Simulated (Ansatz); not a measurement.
`CCCCCO` + H₂ → `CCCCC` + H₂O  (hydrogenolysis of a C–O bond)

Calculated with Ansatz (gas phase, PBE0-D4/def2-TZVP geometries, no zero-point term in ΔE). CCSD(T)/CBS is the MP2 limit (def2-TZVPP, def2-QZVPP) plus CCSD(T) − MP2 in def2-TZVPP, frozen cores. This one scheme is used for every species. Functionals use def2-TZVPP. One conformer a species, not always the lowest.

`CCCCCO`:

Cartesian coordinates in Å:
```
C 0.280 -0.713 -2.284
C -0.621 0.256 -1.535
C -0.064 0.714 -0.194
C 0.092 -0.400 0.829
C 0.511 0.099 2.199
O -0.422 0.986 2.782
H -0.137 -0.965 -3.262
H 1.271 -0.279 -2.448
H 0.416 -1.648 -1.737
H -0.799 1.137 -2.161
H -1.604 -0.204 -1.377
H -0.716 1.484 0.228
H 0.911 1.193 -0.350
H -0.855 -0.950 0.923
H 0.834 -1.133 0.493
H 0.705 -0.753 2.865
H 1.444 0.666 2.121
H -1.248 0.511 2.908
```

H₂:

Z-matrix (Å, degrees):
```
H
H 1 0.746
```

`CCCCC`:

Cartesian coordinates in Å:
```
C 2.101 -1.085 0.502
C 0.964 -0.423 -0.258
C -0.347 -0.444 0.512
C -1.532 0.147 -0.241
C -1.406 1.636 -0.525
H 3.033 -1.064 -0.066
H 1.869 -2.131 0.724
H 2.282 -0.581 1.456
H 1.241 0.610 -0.494
H 0.822 -0.927 -1.221
H -0.578 -1.482 0.782
H -0.217 0.092 1.461
H -2.443 -0.030 0.340
H -1.665 -0.395 -1.184
H -0.560 1.855 -1.180
H -1.261 2.199 0.402
H -2.304 2.024 -1.011
```

H₂O:

Z-matrix (Å, degrees):
```
O
H 1 0.960
H 1 0.960 2 105.1
```

| level | ΔE (kcal/mol) | difference from CCSD(T)/CBS |
| --- | --- | --- |
| LDA (SPW92) | -22.5 | 3.3 |
| r2SCAN-D4 | -23.8 | 2.0 |
| r2SCANh-D4 | -24.3 | 1.5 |
| ωB97X-V | -23.7 | 2.1 |
| ωB97M-V | -24.3 | 1.5 |
| revPBE | -24.9 | 0.9 |
| LC-ωPBE | -25.5 | 0.3 |
| HF/def2-SVP | -24.9 | 0.9 |
| SCS-MP2/def2-QZVPP | -25.8 | 0.0 |
| HF/CBS(def2) | -27.2 | -1.4 |
| CCSD(T)/CBS | -25.8 | 0 |

Largest T1 diagnostic among the species: 0.009.

In def2-TZVPP, CCSD(T) changes the Hartree–Fock value by +2.0 kcal/mol (the triples alone add +0.8 kcal/mol) and MP2 by +1.4 kcal/mol. At CCSD(T), def2-SVP lies +3.5 kcal/mol from the extrapolated value and def2-TZVPP +0.8 kcal/mol. Leaving LDA and LC-ωPBE aside and taking each functional with its dispersion term where it has one, the values, not all of them listed here, spread over 2.9 kcal/mol, from PBE-QIDH to revPBE-D4. LDA lies +1.7 kcal/mol from PBE without D4.
